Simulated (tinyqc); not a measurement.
Worked calculation (part 1 of 2): G0W0 on RHF in the sto-6g basis, for H2O, spin multiplicity 1. Computed by tinyqc, a small Python program that keeps every step (integrals from PySCF). Settings: charge = 0, multiplicity = 1, basis = sto-6g, method = RHF, energy threshold = 1e-10, iteration cap = 63, orthogonalisation = symmetric, start = atomic densities, DIIS depth = 6. Command: `OMP_NUM_THREADS=1 python tinyqc.py 28199 28200 out.jsonl` (the two numbers bound the seeds that draw the settings). One thread of a shared host (Intel(R) Xeon(R) Processor @ 2.60GHz), about 0.2 s of CPU time with the checks. The early iterations of the SCF are left out here.

## One-electron integrals

Geometry (angstrom):
```
atom       x        y       z
O     0.0000   0.0000  0.0000
H     0.0000   0.7890  0.7230
H     0.0000  -0.7890  0.7230
```

Basis sto-6g: exponents (1/bohr^2) and contraction coefficients of normalised primitives:
```
element  l (shell)   exponent  coefficient
O            s (1)  1355.5842       0.0092
O            s (1)   248.5449       0.0494
O            s (1)    69.5339       0.1685
O            s (1)    23.8868       0.3706
O            s (1)     9.2759       0.4165
O            s (1)     3.8203       0.1303
O            s (2)    52.1878      -0.0133
O            s (2)    10.3293      -0.0470
O            s (2)     3.2103      -0.0338
O            s (2)     1.2351       0.2502
O            s (2)     0.5364       0.5951
O            s (2)     0.2459       0.2407
O            p (3)    52.1878       0.0038
O            p (3)    10.3293       0.0377
O            p (3)     3.2103       0.1739
O            p (3)     1.2351       0.4180
O            p (3)     0.5364       0.4259
O            p (3)     0.2459       0.1017
H            s (1)    35.5232       0.0092
H            s (1)     6.5131       0.0494
H            s (1)     1.8221       0.1685
H            s (1)     0.6260       0.3706
H            s (1)     0.2431       0.4165
H            s (1)     0.1001       0.1303
```

Overlap, kinetic and nuclear-attraction integrals over the contracted functions; the nuclear repulsion is the sum of Za Zb / Rab.

nuclear repulsion = 8.247068 hartree

overlap S:
```
         1O 1s   1O 2s  1O 2px   1O 2py  1O 2pz   2H 1s    3H 1s
1O 1s   1.0000  0.2311  0.0000   0.0000  0.0000  0.0428   0.0428
1O 2s   0.2311  1.0000  0.0000   0.0000  0.0000  0.4060   0.4060
1O 2px  0.0000  0.0000  1.0000   0.0000  0.0000  0.0000   0.0000
1O 2py  0.0000  0.0000  0.0000   1.0000  0.0000  0.2591  -0.2591
1O 2pz  0.0000  0.0000  0.0000   0.0000  1.0000  0.2374   0.2374
2H 1s   0.0428  0.4060  0.0000   0.2591  0.2374  1.0000   0.2294
3H 1s   0.0428  0.4060  0.0000  -0.2591  0.2374  0.2294   1.0000
```

kinetic energy T (hartree):
```
          1O 1s    1O 2s  1O 2px   1O 2py  1O 2pz    2H 1s    3H 1s
1O 1s   29.3272  -0.8960  0.0000   0.0000  0.0000  -0.0054  -0.0054
1O 2s   -0.8960   0.8426  0.0000   0.0000  0.0000   0.0800   0.0800
1O 2px   0.0000   0.0000  2.5313   0.0000  0.0000   0.0000   0.0000
1O 2py   0.0000   0.0000  0.0000   2.5313  0.0000   0.1501  -0.1501
1O 2pz   0.0000   0.0000  0.0000   0.0000  2.5313   0.1375   0.1375
2H 1s   -0.0054   0.0800  0.0000   0.1501  0.1375   0.7685   0.0027
3H 1s   -0.0054   0.0800  0.0000  -0.1501  0.1375   0.0027   0.7685
```

nuclear attraction V (hartree):
```
           1O 1s    1O 2s   1O 2px    1O 2py    1O 2pz    2H 1s    3H 1s
1O 1s   -62.2473  -6.3799   0.0000    0.0000   -0.0178  -1.3496  -1.3496
1O 2s    -6.3799  -9.9827   0.0000    0.0000   -0.2040  -3.1558  -3.1558
1O 2px    0.0000   0.0000  -9.9178    0.0000    0.0000   0.0000   0.0000
1O 2py    0.0000   0.0000   0.0000  -10.0230    0.0000  -1.7824   1.7824
1O 2pz   -0.0178  -0.2040   0.0000    0.0000  -10.0061  -1.6968  -1.6968
2H 1s    -1.3496  -3.1558   0.0000   -1.7824   -1.6968  -5.4377  -1.3502
3H 1s    -1.3496  -3.1558   0.0000    1.7824   -1.6968  -1.3502  -5.4377
```

core Hamiltonian H = T + V (hartree):
```
           1O 1s    1O 2s   1O 2px   1O 2py   1O 2pz    2H 1s    3H 1s
1O 1s   -32.9201  -7.2759   0.0000   0.0000  -0.0178  -1.3551  -1.3551
1O 2s    -7.2759  -9.1401   0.0000   0.0000  -0.2040  -3.0757  -3.0757
1O 2px    0.0000   0.0000  -7.3865   0.0000   0.0000   0.0000   0.0000
1O 2py    0.0000   0.0000   0.0000  -7.4916   0.0000  -1.6324   1.6324
1O 2pz   -0.0178  -0.2040   0.0000   0.0000  -7.4748  -1.5593  -1.5593
2H 1s    -1.3551  -3.0757   0.0000  -1.6324  -1.5593  -4.6692  -1.3475
3H 1s    -1.3551  -3.0757   0.0000   1.6324  -1.5593  -1.3475  -4.6692
```

## Two-electron integrals

Functions are numbered as in S; the eight-fold symmetry (ij|kl) = (ji|kl) = (kl|ij) leaves the list below.

Two-electron integrals (ij|kl) in chemists' order, unique and non-zero (hartree):
```
(11|11) 4.7875      (21|11) 0.6759      (21|21) 0.1215      (22|11) 1.1174
(22|21) 0.2492      (22|22) 0.8174      (31|31) 0.0258      (32|31) 0.0391
(32|32) 0.1807      (33|11) 1.1174      (33|21) 0.2492      (33|22) 0.8174
(33|33) 0.8807      (41|41) 0.0258      (42|41) 0.0391      (42|42) 0.1807
(43|43) 0.0475      (44|11) 1.1174      (44|21) 0.2492      (44|22) 0.8174
(44|33) 0.7857      (44|44) 0.8807      (51|51) 0.0258      (52|51) 0.0391
(52|52) 0.1807      (53|53) 0.0475      (54|54) 0.0475      (55|11) 1.1174
(55|21) 0.2492      (55|22) 0.8174      (55|33) 0.7857      (55|44) 0.7857
(55|55) 0.8807      (61|11) 0.1332      (61|21) 0.0230      (61|22) 0.0461
(61|33) 0.0460      (61|41) 0.0008      (61|42) 0.0016      (61|44) 0.0461
(61|51) 0.0008      (61|52) 0.0015      (61|54) 1.47e-04    (61|55) 0.0461
(61|61) 0.0044      (62|11) 0.3312      (62|21) 0.0749      (62|22) 0.2730
(62|33) 0.2685      (62|41) 0.0044      (62|42) 0.0330      (62|44) 0.2759
(62|51) 0.0041      (62|52) 0.0303      (62|54) 0.0069      (62|55) 0.2747
(62|61) 0.0142      (62|62) 0.1146      (63|31) 0.0082      (63|32) 0.0466
(63|43) 0.0068      (63|53) 0.0062      (63|63) 0.0160      (64|11) 0.1789
(64|21) 0.0410      (64|22) 0.1595      (64|33) 0.1524      (64|41) 0.0103
(64|42) 0.0647      (64|44) 0.1702      (64|51) 0.0019      (64|52) 0.0166
(64|54) 0.0101      (64|55) 0.1560      (64|61) 0.0081      (64|62) 0.0814
(64|64) 0.0732      (65|11) 0.1639      (65|21) 0.0376      (65|22) 0.1462
(65|33) 0.1396      (65|41) 0.0019      (65|42) 0.0166      (65|44) 0.1435
(65|51) 0.0100      (65|52) 0.0618      (65|54) 0.0104      (65|55) 0.1553
(65|61) 0.0075      (65|62) 0.0746      (65|64) 0.0524      (65|65) 0.0640
(66|11) 0.4825      (66|21) 0.1112      (66|22) 0.4642      (66|33) 0.4459
(66|41) 0.0083      (66|42) 0.0856      (66|44) 0.4758      (66|51) 0.0076
(66|52) 0.0784      (66|54) 0.0273      (66|55) 0.4710      (66|61) 0.0213
(66|62) 0.2499      (66|64) 0.2025      (66|65) 0.1855      (66|66) 0.7750
(71|11) 0.1332      (71|21) 0.0230      (71|22) 0.0461      (71|33) 0.0460
(71|41) -0.0008     (71|42) -0.0016     (71|44) 0.0461      (71|51) 0.0008
(71|52) 0.0015      (71|54) -1.47e-04   (71|55) 0.0461      (71|61) 0.0044
(71|62) 0.0138      (71|64) 0.0072      (71|65) 0.0072      (71|66) 0.0205
(71|71) 0.0044      (72|11) 0.3312      (72|21) 0.0749      (72|22) 0.2730
(72|33) 0.2685      (72|41) -0.0044     (72|42) -0.0330     (72|44) 0.2759
(72|51) 0.0041      (72|52) 0.0303      (72|54) -0.0069     (72|55) 0.2747
(72|61) 0.0138      (72|62) 0.0940      (72|64) 0.0460      (72|65) 0.0596
(72|66) 0.1689      (72|71) 0.0142      (72|72) 0.1146      (73|31) 0.0082
(73|32) 0.0466      (73|43) -0.0068     (73|53) 0.0062      (73|63) 0.0127
(73|73) 0.0160      (74|11) -0.1789     (74|21) -0.0410     (74|22) -0.1595
(74|33) -0.1524     (74|41) 0.0103      (74|42) 0.0647      (74|44) -0.1702
(74|51) -0.0019     (74|52) -0.0166     (74|54) 0.0101      (74|55) -0.1560
(74|61) -0.0072     (74|62) -0.0460     (74|64) -0.0102     (74|65) -0.0285
(74|66) -0.0735     (74|71) -0.0081     (74|72) -0.0814     (74|74) 0.0732
(75|11) 0.1639      (75|21) 0.0376      (75|22) 0.1462      (75|33) 0.1396
(75|41) -0.0019     (75|42) -0.0166     (75|44) 0.1435      (75|51) 0.0100
(75|52) 0.0618      (75|54) -0.0104     (75|55) 0.1553      (75|61) 0.0072
(75|62) 0.0596      (75|64) 0.0285      (75|65) 0.0499      (75|66) 0.1173
(75|71) 0.0075      (75|72) 0.0746      (75|74) -0.0524     (75|75) 0.0640
(76|11) 0.1323      (76|21) 0.0303      (76|22) 0.1206      (76|33) 0.1175
(76|44) 0.1195      (76|51) 0.0025      (76|52) 0.0226      (76|55) 0.1247
(76|61) 0.0057      (76|62) 0.0516      (76|64) 0.0316      (76|65) 0.0378
(76|66) 0.1201      (76|71) 0.0057      (76|72) 0.0516      (76|74) -0.0316
(76|75) 0.0378      (76|76) 0.0293      (77|11) 0.4825      (77|21) 0.1112
(77|22) 0.4642      (77|33) 0.4459      (77|41) -0.0083     (77|42) -0.0856
(77|44) 0.4758      (77|51) 0.0076      (77|52) 0.0784      (77|54) -0.0273
(77|55) 0.4710      (77|61) 0.0205      (77|62) 0.1689      (77|64) 0.0735
(77|65) 0.1173      (77|66) 0.3302      (77|71) 0.0213      (77|72) 0.2499
(77|74) -0.2025     (77|75) 0.1855      (77|76) 0.1201      (77|77) 0.7750
```

## Orthogonalisation

S = U s U^T; symmetric (Loewdin) form X = U s^(-1/2) U^T, so that X^T S X = 1.

eigenvalues of S: 0.4158  0.5014  0.8811  1.0000  1.1048  1.2693  1.8277

X:
```
          1O 1s    1O 2s  1O 2px   1O 2py   1O 2pz    2H 1s    3H 1s
1O 1s    1.0224  -0.1336  0.0000   0.0000  -0.0080   0.0176   0.0176
1O 2s   -0.1336   1.1707  0.0000   0.0000   0.0858  -0.2333  -0.2333
1O 2px   0.0000   0.0000  1.0000   0.0000   0.0000   0.0000   0.0000
1O 2py   0.0000   0.0000  0.0000   1.0716   0.0000  -0.1770   0.1770
1O 2pz  -0.0080   0.0858  0.0000   0.0000   1.0492  -0.1342  -0.1342
2H 1s    0.0176  -0.2333  0.0000  -0.1770  -0.1342   1.1466  -0.0817
3H 1s    0.0176  -0.2333  0.0000   0.1770  -0.1342  -0.0817   1.1466
```

## Iteration 8 (converged): orbitals

converged F (hartree):
```
           1O 1s    1O 2s   1O 2px   1O 2py   1O 2pz    2H 1s    3H 1s
1O 1s   -20.5265  -4.9656   0.0000   0.0000  -0.0259  -0.9264  -0.9264
1O 2s    -4.9656  -2.3199   0.0000   0.0000  -0.0915  -0.8401  -0.8401
1O 2px    0.0000   0.0000  -0.3990   0.0000   0.0000   0.0000   0.0000
1O 2py    0.0000   0.0000   0.0000  -0.2559   0.0000  -0.3472   0.3472
1O 2pz   -0.0259  -0.0915   0.0000   0.0000  -0.2999  -0.3614  -0.3614
2H 1s    -0.9264  -0.8401   0.0000  -0.3472  -0.3614  -0.4562  -0.3157
3H 1s    -0.9264  -0.8401   0.0000   0.3472  -0.3614  -0.3157  -0.4562
```

Diagonalise F' = X^T F X, C = X C', fill 5 alpha and 5 beta electrons from the bottom; D = 2 C_occ C_occ^T. Each column has its largest component positive (the first on a tie).

F' = X^T F X (hartree):
```
          1        2        3        4        5        6        7
1  -20.2010  -2.5016   0.0000   0.0000  -0.0476  -0.1373  -0.1373
2   -2.5016  -1.2651   0.0000   0.0000   0.1098  -0.4195  -0.4195
3    0.0000   0.0000  -0.3990   0.0000   0.0000   0.0000   0.0000
4    0.0000   0.0000   0.0000  -0.0392   0.0000  -0.3997   0.3997
5   -0.0476   0.1098   0.0000   0.0000  -0.1473  -0.3260  -0.3260
6   -0.1373  -0.4195   0.0000  -0.3997  -0.3260  -0.0176  -0.0916
7   -0.1373  -0.4195   0.0000   0.3997  -0.3260  -0.0916  -0.0176
```

orbital energies (hartree): MO1 -20.5295, MO2 -1.2355, MO3 -0.5506, MO4 -0.4658, MO5 -0.3990, MO6 0.5083, MO7 0.5855

coefficients C:
```
            MO1      MO2      MO3      MO4     MO5      MO6      MO7
1O 1s    0.9968  -0.2258   0.0000   0.0928  0.0000  -0.1031   0.0000
1O 2s    0.0145   0.8771   0.0000  -0.5098  0.0000   0.6893   0.0000
1O 2px   0.0000   0.0000   0.0000   0.0000  1.0000   0.0000   0.0000
1O 2py   0.0000   0.0000   0.6266   0.0000  0.0000   0.0000   0.9046
1O 2pz   0.0027   0.1003   0.0000   0.7266  0.0000   0.7786   0.0000
2H 1s   -0.0029   0.1426   0.4515   0.3285  0.0000  -0.7152  -0.7628
3H 1s   -0.0029   0.1426  -0.4515   0.3285  0.0000  -0.7152   0.7628
```

D after iteration 8:
```
          1O 1s    1O 2s  1O 2px   1O 2py   1O 2pz    2H 1s    3H 1s
1O 1s    2.1066  -0.4619  0.0000   0.0000   0.0949  -0.0093  -0.0093
1O 2s   -0.4619   2.0588  0.0000   0.0000  -0.5648  -0.0849  -0.0849
1O 2px   0.0000   0.0000  2.0000   0.0000   0.0000   0.0000   0.0000
1O 2py   0.0000   0.0000  0.0000   0.7853   0.0000   0.5658  -0.5658
1O 2pz   0.0949  -0.5648  0.0000   0.0000   1.0762   0.5061   0.5061
2H 1s   -0.0093  -0.0849  0.0000   0.5658   0.5061   0.6643  -0.1511
3H 1s   -0.0093  -0.0849  0.0000  -0.5658   0.5061  -0.1511   0.6643
```

## Convergence

Stop when the energy changes by less than 1e-10 hartree and every element of the error matrix X^T (F D S - S D F) X is below 3e-06.

Course of the cycle:
```
iteration  E (hartree)     change  largest element of the error matrix
1           -75.960323          -                             1.05e+00
2           -75.619869   3.40e-01                             1.99e-01
3           -75.666732  -4.69e-02                             2.60e-02
4           -75.667794  -1.06e-03                             4.44e-03
5           -75.667826  -3.19e-05                             3.13e-04
6           -75.667827  -4.09e-07                             8.50e-05
7           -75.667827  -2.87e-08                             2.99e-07
8           -75.667827  -1.42e-13                             3.60e-10
```

PySCF RHF in the same basis = -75.667827 hartree

Converged in 8 iterations.

## Integrals over molecular orbitals

(pq|rs) = sum C_ip C_jq C_kr C_ls (ij|kl), one index at a time.

one-electron integrals over orbitals h = C^T H C (hartree):
```
          1        2        3        4        5        6        7
1  -32.9074   0.5734   0.0000  -0.2298   0.0000   0.2654   0.0000
2    0.5734  -7.6367   0.0000   0.5353   0.0000  -1.2746   0.0000
3    0.0000   0.0000  -6.1429   0.0000   0.0000   0.0000  -1.7316
4   -0.2298   0.5353   0.0000  -6.6611   0.0000  -1.2848   0.0000
5    0.0000   0.0000   0.0000   0.0000  -7.3865   0.0000   0.0000
6    0.2654  -1.2746   0.0000  -1.2848   0.0000  -5.4222   0.0000
7    0.0000   0.0000  -1.7316   0.0000   0.0000   0.0000  -5.4906
```

Two-electron integrals over orbitals (pq|rs), unique and non-zero (hartree):
```
(11|11) 4.7632      (21|11) -0.4355     (21|21) 0.0643      (22|11) 1.0298
(22|21) -0.0156     (22|22) 0.7281      (31|31) 0.0115      (32|31) 0.0174
(32|32) 0.1333      (33|11) 0.7839      (33|21) -0.0045     (33|22) 0.6294
(33|33) 0.6094      (41|11) 0.1834      (41|21) -0.0250     (41|22) 0.0140
(41|33) 0.0057      (41|41) 0.0264      (42|11) -0.1565     (42|21) 0.0093
(42|22) -0.0183     (42|33) 0.0028      (42|41) 0.0170      (42|42) 0.1289
(43|31) -0.0033     (43|32) 0.0236      (43|43) 0.0549      (44|11) 0.9410
(44|21) -0.0116     (44|22) 0.6608      (44|33) 0.5769      (44|41) -0.0089
(44|42) -0.0942     (44|44) 0.7101      (51|51) 0.0267      (52|51) 0.0329
(52|52) 0.1491      (53|53) 0.0276      (54|51) -0.0128     (54|52) -0.0467
(54|54) 0.0504      (55|11) 1.1171      (55|21) -0.0115     (55|22) 0.7543
(55|33) 0.6148      (55|41) 0.0046      (55|42) -0.0816     (55|44) 0.6941
(55|55) 0.8807      (61|11) -0.2108     (61|21) 0.0335      (61|22) -0.0014
(61|33) 0.0009      (61|41) 0.0013      (61|42) 0.0215      (61|44) -0.0169
(61|55) -0.0051     (61|61) 0.0298      (62|11) 0.2840      (62|21) -0.0066
(62|22) 0.1376      (62|33) 0.0739      (62|41) 0.0190      (62|42) 0.0283
(62|44) 0.0645      (62|55) 0.1457      (62|61) 0.0104      (62|62) 0.0989
(63|31) 0.0032      (63|32) -0.0311     (63|43) -0.0334     (63|63) 0.0677
(64|11) 0.2617      (64|21) -0.0029     (64|22) 0.1197      (64|33) 0.0503
(64|41) -1.20e-04   (64|42) -0.0547     (64|44) 0.1313      (64|55) 0.1453
(64|61) -0.0024     (64|62) 0.0578      (64|64) 0.0965      (65|51) 0.0133
(65|52) 0.0516      (65|54) 0.0044      (65|65) 0.0353      (66|11) 0.8129
(66|21) -0.0078     (66|22) 0.6100      (66|33) 0.5616      (66|41) 0.0186
(66|42) 0.0472      (66|44) 0.5542      (66|55) 0.5907      (66|61) 0.0093
(66|62) 0.0997      (66|64) 0.0529      (66|66) 0.5975      (71|31) 0.0149
(71|32) 0.0215      (71|43) -0.0044     (71|63) 0.0037      (71|71) 0.0194
(72|31) 0.0146      (72|32) 0.0500      (72|43) -0.0341     (72|63) 0.0321
(72|71) 0.0181      (72|72) 0.0653      (73|11) 0.3670      (73|21) -0.0069
(73|22) 0.1548      (73|33) 0.0904      (73|41) -0.0006     (73|42) -0.0833
(73|44) 0.1394      (73|55) 0.1980      (73|61) -0.0060     (73|62) 0.0695
(73|64) 0.1008      (73|66) 0.0444      (73|73) 0.1613      (74|31) -0.0090
(74|32) -0.0761     (74|43) -0.0114     (74|63) 0.0508      (74|71) -0.0115
(74|72) -0.0154     (74|74) 0.0734      (75|53) 0.0237      (75|75) 0.0239
(76|31) 0.0078      (76|32) 0.0856      (76|43) 0.0588      (76|63) -0.0597
(76|71) 0.0097      (76|72) -0.0083     (76|74) -0.0619     (76|76) 0.1107
(77|11) 0.8280      (77|21) -0.0081     (77|22) 0.6080      (77|33) 0.5901
(77|41) 0.0039      (77|42) -0.0131     (77|44) 0.5790      (77|55) 0.6046
(77|61) -0.0032     (77|62) 0.0619      (77|64) 0.0443      (77|66) 0.5591
(77|73) 0.0841      (77|77) 0.5967
```

## Screening: direct RPA

With D = e_a - e_i and K = (ia|jb): diagonalise D^(1/2) (D + 4K) D^(1/2) = Z w^2 Z^T; X + Y = D^(1/2) Z w^(-1/2), each column of Z with its largest component positive (the first on a tie); E_c = (sum w - tr (D + 2K)) / 2.

D^(1/2) (D + 4K) D^(1/2) (hartree^2):
```
          1>6       1>7     2>6      2>7     3>6      3>7      4>6      4>7
1>6  445.0933    0.0000  0.2508   0.0000  0.0000  -0.1178  -0.0430   0.0000
1>7    0.0000  447.4829  0.0000   0.4497  0.0709   0.0000   0.0000  -0.2165
2>6    0.2508    0.0000  3.7305   0.0000  0.0000   0.3912   0.3013   0.0000
2>7    0.0000    0.4497  0.0000   3.7913  0.1782   0.0000   0.0000  -0.0852
3>6    0.0000    0.0709  0.0000   0.1782  1.4082   0.0000   0.0000   0.2146
3>7   -0.1178    0.0000  0.3912   0.0000  0.0000   2.0235   0.4240   0.0000
4>6   -0.0430    0.0000  0.3013   0.0000  0.0000   0.4240   1.3248   0.0000
4>7    0.0000   -0.2165  0.0000  -0.0852  0.2146   0.0000   0.0000   1.4139
5>6    0.0000    0.0000  0.0000   0.0000  0.0000   0.0000   0.0000   0.0000
5>7    0.0000    0.0000  0.0000   0.0000  0.0000   0.0000   0.0000   0.0000

        5>6     5>7
1>6  0.0000  0.0000
1>7  0.0000  0.0000
2>6  0.0000  0.0000
2>7  0.0000  0.0000
3>6  0.0000  0.0000
3>7  0.0000  0.0000
4>6  0.0000  0.0000
4>7  0.0000  0.0000
5>6  0.9514  0.0000
5>7  0.0000  1.0633
```

excitation energies w (hartree): 0.9754  1.0312  1.0584  1.0877  1.2743  1.4433  1.9509  1.9686  21.0972  21.1538

X + Y:
```
          1       2        3        4        5        6        7        8
1>6  0.0000  0.0000   0.0000   0.0000   0.0000   0.0016   0.0000  -0.0015
1>7  0.0000  0.0000   0.0000  -0.0017   0.0011   0.0000  -0.0034   0.0000
2>6  0.0000  0.0000  -0.0564   0.0000   0.0000  -0.3068   0.0000   0.9028
2>7  0.0000  0.0000   0.0000  -0.0926  -0.0344   0.0000   0.9632   0.0000
3>6  0.0000  0.0000   0.0000   0.7077   0.6319   0.0000   0.0526   0.0000
3>7  0.0000  0.0000  -0.4235   0.0000   0.0000   0.7818   0.0000   0.1806
4>6  0.0000  0.0000   0.8745   0.0000   0.0000   0.3136   0.0000   0.1075
4>7  0.0000  0.0000   0.0000  -0.6815   0.6541   0.0000  -0.0213   0.0000
5>6  0.9644  0.0000   0.0000   0.0000   0.0000   0.0000   0.0000   0.0000
5>7  0.0000  0.9771   0.0000   0.0000   0.0000   0.0000   0.0000   0.0000

           9       10
1>6   0.9986   0.0000
1>7   0.0000   0.9991
2>6   0.0002   0.0000
2>7   0.0000   0.0003
3>6   0.0000   0.0000
3>7  -0.0001   0.0000
4>6   0.0000   0.0000
4>7   0.0000  -0.0001
5>6   0.0000   0.0000
5>7   0.0000   0.0000
```

RPA correlation energy = -0.065936 hartree

## G0W0 on Hartree-Fock: HOMO

W(p,q,m) = sqrt2 sum_ia (pq|ia) (X+Y)_ia,m; Sigma_c(x) = sum_(i,m) W^2/(x - e_i + w_m) + sum_(a,m) W^2/(x - e_a - w_m); solve x = e_p + Sigma_c(x) by Newton steps; Z = 1/(1 - dSigma/dx); 1 hartree = 27.211386 eV.

The 12 largest terms at x = e_p (hartree; W for the signs of X + Y given):
```
q  m        W      term
5  8   0.2587    0.0340
5  6   0.2201    0.0336
2  1   0.0704    0.0027
5  3   0.0495    0.0023
6  1   0.0482   -0.0012
3  2   0.0328    0.0009
7  2   0.0330   -0.0005
4  1   0.0060  3.42e-05
1  1   0.0181  1.55e-05
5  9  -0.0072  2.45e-06
```

Newton steps (hartree):
```
step        x  Sigma_c(x)       Z
0     -0.3990      0.0718  0.9561
1     -0.3304      0.0688  0.9594
2     -0.3302      0.0688  0.9594
3     -0.3302      0.0688  0.9594
```

quasiparticle energy of the HOMO = -8.9862 eV

Hartree-Fock value = -10.8570 eV
